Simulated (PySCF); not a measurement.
CHCl3.
Numbering: `[Cl:1][CH:2]([Cl:3])[Cl:4]` (hydrogens: H5 on C2)

Method: PBE0-D3(BJ)/def2-SVP geometry optimisation, gas phase (PySCF 2.14.0); density fitting, grid level 1; the optimiser is geomeTRIC in internal coordinates, started from a GFN2-xTB structure with every atom displaced at random (about 0.01 Å).

Step 3: E = -38594.7744 eV
```
atom  x, y, z in Å  |  force x, y, z in eV/Å
Cl1    -0.0256    1.3730   -1.0649    0.079  -0.050   0.014
C2      0.0858   -0.0720   -0.0561    0.175   0.503   0.663
Cl3     0.2761    0.3833    1.6803   -0.049  -0.143  -0.538
Cl4    -1.2996   -1.1036   -0.2799   -0.236  -0.271  -0.047
H5      0.9931   -0.6181   -0.3257    0.030  -0.039  -0.092
```

Step 4: E = -38594.7917 eV
```
atom  x, y, z in Å  |  force x, y, z in eV/Å
Cl1    -0.0162    1.3747   -1.0612    0.008   0.031  -0.026
C2      0.0886   -0.0566   -0.0394    0.000  -0.067   0.103
Cl3     0.2772    0.3833    1.6650   -0.035  -0.018  -0.071
Cl4    -1.3016   -1.1203   -0.2817    0.003   0.028   0.027
H5      0.9817   -0.6186   -0.3292    0.024   0.026  -0.034
```

**Question.** Estimate the geometry and energy of step 5. (The exact step hangs on the optimiser's Hessian estimate; all steps are aligned on step 4, rigid shifts and turns removed.)

**Answer.** E = -38594.7923 eV, largest force 0.064 eV/Å
```
atom  x, y, z in Å  |  force x, y, z in eV/Å
Cl1    -0.0148    1.3736   -1.0611    0.003   0.036  -0.025
C2      0.0901   -0.0581   -0.0377   -0.020  -0.049   0.037
Cl3     0.2730    0.3821    1.6637   -0.002  -0.006  -0.019
Cl4    -1.3028   -1.1188   -0.2780    0.014   0.013   0.009
H5      0.9843   -0.6163   -0.3333    0.005   0.007  -0.001
```

The energy changes by -0.0006 eV. The first-order estimate −F·Δx gives -0.0009 eV and the mean of the old and new forces, exact on a quadratic surface, -0.0005 eV. The step makes an angle of 51° with the force vector and moves no atom by more than 0.005 Å.

The cost below is that of the whole optimisation. On Arm Neoverse V1, one thread, no GPU, on a shared host, this took 12 s and 0.32 GiB of memory at its peak.
